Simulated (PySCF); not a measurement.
Numbering as in the mapped SMILES `[CH3:1]/[CH:2]=[CH:3]/[CH:4]=[CH:5]/[F:6]`. Each H is labelled by its parent atom.

Geometry: PBE0-D3(BJ)/def2-SVP; GIAO absolute shieldings from PySCF 2.14, gas phase, non-relativistic, averaged over equivalent atoms.

At B97-D/pcSseg-1 (137 basis functions, 15 s wall time on 1 thread of an Arm Neoverse V2, shared host):
```csv
atoms,σ (ppm)
C5,24.4
C2,48.7
C3,54.2
C4,64.2
C1,156.4
F6,279.4
H(C5),24.55
H(C4),25.56
H(C3),25.65
H(C2),25.80
H(C1),29.50
```

**Question.** Predict the values at BLYP/pcSseg-1 on the same geometry.

**Answer.** 
| atoms | σ at BLYP/pcSseg-1 | change |
| --- | --- | --- |
| C5 | 15.1 | -9.3 |
| C2 | 40.1 | -8.6 |
| C3 | 45.6 | -8.6 |
| C4 | 55.8 | -8.4 |
| C1 | 152.3 | -4.1 |
| F6 | 270.9 | -8.5 |
| H(C5) | 24.49 | -0.06 |
| H(C4) | 25.51 | -0.05 |
| H(C3) | 25.61 | -0.04 |
| H(C2) | 25.75 | -0.05 |
| H(C1) | 29.47 | -0.03 |

The largest change is at C5 (alkene CH). Cost: 137 basis functions, 15 s wall time on 1 thread of an Arm Neoverse V2, shared host. The order of the carbon signals is the same at both levels.
